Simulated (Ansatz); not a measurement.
**SiH2O (quintet): the correlation ladder, cc-pVDZ**

How much of the correlation energy of SiH2O (quintet) does each wave-function method recover here?

Program: Ansatz 0.2.0, Gaussian basis. Level of theory: cc-pVDZ, core rule «outside noble gas», up to 6 orbitals frozen. These are calculated values, not measurements.

To be run: UHF; CCSD(T) on ROHF; CCSD(T) on UHF; BCCD(T) on ROHF; CISD; CCSDT(Q) on ROHF; CCSDT(Q) on UHF; CASSCF and MRCISD+Q, 12 electrons in 10 orbitals; CASSCF and NEVPT2, 12 electrons in 10 orbitals.

38 further runs of the same task are left out: 14 for a known fault of the program, 11 that didn't finish, 13 set aside as unsound or not needed.

**1. What is computed**

The geometry is a PBE0/def2-TZVP stationary point (not a proven minimum) of the parent state, kept for this charge and spin.

4 atoms, charge 0, spin multiplicity 5.

Atoms are counted from 1 here; the program's logs count them from 0.

Bond lengths: Si1–O2 1.654 Å, Si1–H3 1.497 Å, O2–H4 0.960 Å. Angles: O2–Si1–H3 116.3°, Si1–O2–H4 116.5°.

**2. UHF**

Contents of in.yaml:

```yaml
crystal:
  periodic: [false, false, false]
  atoms:
    - {symbol: Si, position_ang: [0.025157, -0.096377, 0.597723]}
    - {symbol: O, position_ang: [-0.094714, 0.094069, -1.040960]}
    - {symbol: H, position_ang: [0.079727, 1.161161, 1.408550]}
    - {symbol: H, position_ang: [0.722716, 0.031127, -1.540129]}
basis:
  gaussian: {orbitals: cc-pVDZ}
magnetization: {spin_polarized: true, initial_magnetization: 4}
hamiltonian: {xc: hf}
output: {orbitals: {seedname: orbitals}}
```

Run with:

```bash
ansatz run in.yaml --threads 1 --pin off --events-out ev --progress --plain --max-ram 2393MiB
```

After this run come: CCSD(T) on ROHF; CCSD(T) on UHF; BCCD(T) on ROHF; CISD; CCSDT(Q) on ROHF; CCSDT(Q) on UHF; CASSCF and MRCISD+Q, 12 electrons in 10 orbitals; CASSCF and NEVPT2, 12 electrons in 10 orbitals.

**Question.** What will the summary of the whole plan be? Wanted: UCCSDT(Q) below the RHF energy; RMP2 from UCCSDT(Q); UMP2 from UCCSDT(Q); RCCSD from UCCSDT(Q); RCCSD(T) from UCCSDT(Q); UCCSD(T) from UCCSDT(Q); RCCSDT(Q) from UCCSDT(Q); NEVPT2 valence from UCCSDT(Q); MRCISD+Q valence from UCCSDT(Q).

The runs gave:

| quantity | value |
| --- | --- |
| UCCSDT(Q) below the RHF energy | -6.9913 eV |
| RMP2 from UCCSDT(Q) | +985.1 meV |
| UMP2 from UCCSDT(Q) | +1003.7 meV |
| RCCSD from UCCSDT(Q) | +207.4 meV |
| RCCSD(T) from UCCSDT(Q) | +50.8 meV |
| UCCSD(T) from UCCSDT(Q) | +50.9 meV |
| RCCSDT(Q) from UCCSDT(Q) | +2.0 meV |
| NEVPT2 valence from UCCSDT(Q) | +1211.6 meV |
| MRCISD+Q valence from UCCSDT(Q) | +106.3 meV |
| levels within 1 kcal/mol (43 meV) | RCCSDT, UCCSDT, RCCSDT(Q) |
| T1 diagnostic | 0.032 |
| effectively unpaired electrons | 4.01 |

What this shows: RCCSD(T) lands +50.8 meV from the yardstick (0.7 % of the correlation energy). One determinant dominates. Of the multireference levels listed MRCISD+Q valence comes nearest in total energy (+106.3 meV), which doesn't show that its space is the better one. These misses are within one basis, not against nature; the frozen cores of restricted and unrestricted runs differ, which can shift their rows.
